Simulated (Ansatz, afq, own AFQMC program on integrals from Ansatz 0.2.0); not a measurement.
AlH4⁻, singlet in 6-31++G** along one coordinate

```xyz
5

Al    0.0034   -0.0035   -0.0034
H     0.9535    0.9479    0.9471
H    -0.9504   -0.9508    0.9473
H    -0.9440    0.9465   -0.9579
H     0.8486   -0.8510   -0.8447
```

The Al1–H5 distance is changed with both sides rigid. Energies in eV count from this geometry (1.463 Å) at the same level; the start stands on RHF, each point on the determinant named.

Basis 6-31++G**. Noble-gas cores (and the filled d shells of Ga–Kr and In–Xe) are frozen. Ansatz 0.2.0 and our own AFQMC program on the same integrals; the CISD trial comes from CCSD amplitudes, and released means the phaseless constraint is let go. Uncertainties: one standard error, sampling alone.

Cautions, each for one point or more: higher spins were not checked; raised T1 diagnostic; restricted determinant unstable towards unrestricted; strong correlation; the ph-AFQMC/CISD walk drifts between its halves.

```json
{"r(Al1–H5) / Å": "1.852", "det.": "RHF", "T1": "0.011", "weight": "0.93", "CCSD(T)": "-0.040", "ph-AFQMC/CISD": "-0.045 ± 0.005", "released AFQMC": "-0.037 ± 0.006", "CCSDT(Q)": "-0.041", "MP2": "-0.031", "PBE": "-0.118"}
{"r(Al1–H5) / Å": "2.250", "det.": "RHF", "T1": "0.015", "weight": "0.92", "CCSD(T)": "0.686", "ph-AFQMC/CISD": "0.681 ± 0.006", "released AFQMC": "0.686 ± 0.006", "CCSDT(Q)": "0.681", "MP2": "0.732", "PBE": "0.527"}
{"r(Al1–H5) / Å": "3.098", "det.": "RHF", "T1": "0.034", "weight": "0.88", "CCSD(T)": "1.987", "ph-AFQMC/CISD": "1.985 ± 0.008", "released AFQMC": "–", "CCSDT(Q)": "1.978", "MP2": "2.153", "PBE": "1.767"}
{"r(Al1–H5) / Å": "4.404", "det.": "RHF¶", "T1": "0.080", "weight": "0.79", "CCSD(T)": "2.886", "ph-AFQMC/CISD": "2.904 ± 0.011", "released AFQMC": "–", "CCSDT(Q)": "2.880", "MP2": "3.180", "PBE": "2.544§"}
```

Weight is that of the determinant in the CISD state; at the start T1 is 0.011 and the weight 0.93. ¶ marks points with a poor determinant and no full CI, where no value is sure; they don't count among the departures. A dash marks a missing value, a released energy that hasn't settled or a functional that sits on another state. § marks a functional whose ⟨S²⟩ is too high by over 0.1. Largest departures from CCSDT(Q), at the points where its series has closed: CCSD(T) 0.009 eV at 3.098 (on RHF), ph-AFQMC/CISD 0.007 eV at 3.098 (on RHF) (within the noise), released AFQMC 0.005 eV at 2.250 (on RHF) (within the noise), MP2 0.175 eV at 3.098 (on RHF), PBE -0.212 eV at 3.098. Functionals count only at points shown to share the start's state and spin. In this small basis the wave-function levels are far from their limit, so their gap to the functionals isn't the functionals' error.

Some points may be missing: those where a free walk finds a much lower state, and past Zn most of those on another determinant than at the start.

A walk keeps the symmetry of its determinant, which the program's search chose and which needn't be the lowest solution, so a lower state of the same spin and another symmetry isn't excluded. Released energies are given only where the last usable release times agree within the noise; a slower fall can still hide under it.
